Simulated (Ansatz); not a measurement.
Reaction (SMILES): C#N (CH-N) → [C-]#[NH+] (C-NH)
B3LYP-D3(BJ)/def2-TZVP geometries, fixed; electronic energies without zero-point terms.
Largest species:
```xyz
3

C      0.0000     0.0000    -0.4969
N      0.0000     0.0000     0.6493
H      0.0000     0.0000    -1.5636
```

Energies in hartree at CCSD(T) with Ansatz (a program for electronic structure); the isomerisation energy is their sum with the coefficients shown, times 627.509 kcal/mol a hartree. All functions are spherical. Cores are frozen. No added dispersion term, no relativity.

```csv
species,coefficient,part,cc-pVDZ,cc-pVTZ,cc-pVQZ
C#N (CH-N),-1,Hartree-Fock,-92.88383,-92.90894,-92.91529
C#N (CH-N),-1,correlation,-0.30368,-0.36586,-0.38578
[C-]#[NH+] (C-NH),+1,Hartree-Fock,-92.86622,-92.89264,-92.89921
[C-]#[NH+] (C-NH),+1,correlation,-0.29648,-0.35852,-0.37834
```

### Question
Predict the isomerisation energy in cc-pV5Z (X = 5): let each Hartree-Fock step shrink by the ratio of the last two, and fit each correlation energy at X = 3 and 4 to E + A/X^3. Compare with the run.

### Answer

- C#N (CH-N): steps -0.02511 and -0.00635, ratio 0.253, so Hartree-Fock -92.91690 (run: -92.91660); A = (-0.36586 - (-0.38578))/(1/27 - 1/64) = 0.9303, correlation -0.38578 - A/64 + A/125 = -0.39287 (run: -0.39253).
- [C-]#[NH+] (C-NH): steps -0.02642 and -0.00657, ratio 0.249, so Hartree-Fock -92.90085 (run: -92.90059); A = (-0.35852 - (-0.37834))/(1/27 - 1/64) = 0.9256, correlation -0.37834 - A/64 + A/125 = -0.38540 (run: -0.38495).
Predicted 14.76 kcal/mol; the run in cc-pV5Z gives 14.80, a miss of -0.04. Keeping the value in cc-pVQZ, 14.76, would miss by -0.04. All sums are of the energies as printed.
